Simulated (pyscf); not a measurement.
Structures and frequencies: ωB97X-D3(BJ)/def2-SVP in PySCF. MP2 and CC: frozen core, UHF for open shells. ΔMP2 is the change of the MP2 total energy from the triple- to the quadruple-zeta basis.

**Question.** Estimate the classical barrier height and the reaction energy of H₃C–CH=CH–NH₂ (SMILES CC=CN) → HC≡C–CH₃ (SMILES C#CC) + NH₃ (SMILES N) at CCSD(T)/def2-TZVPP + ΔMP2(QZVPP). The step runs on the singlet surface, breaks C–H, C–N and forms H–N; take the reactant's lowest minimum found as zero.

**Answer.** ΔE‡ = 116.1 kcal/mol, ΔE = +29.2 kcal/mol. Zero-point energy shifts the barrier by -4.9 kcal/mol. It is an elimination, with an imaginary mode of 1632i cm⁻¹. The same reactants have a lower exit, to H₃C–CH•–CH=NH + H• (no saddle counted: cutting one bond costs +92.5 kcal/mol at ωB97M-D3(BJ), against +114.3 kcal/mol here). This is the saddle that the search found; another between the same sides may lie lower. The CCSD(T) − MP2 part came from Ansatz, without density fitting, on the same reference.
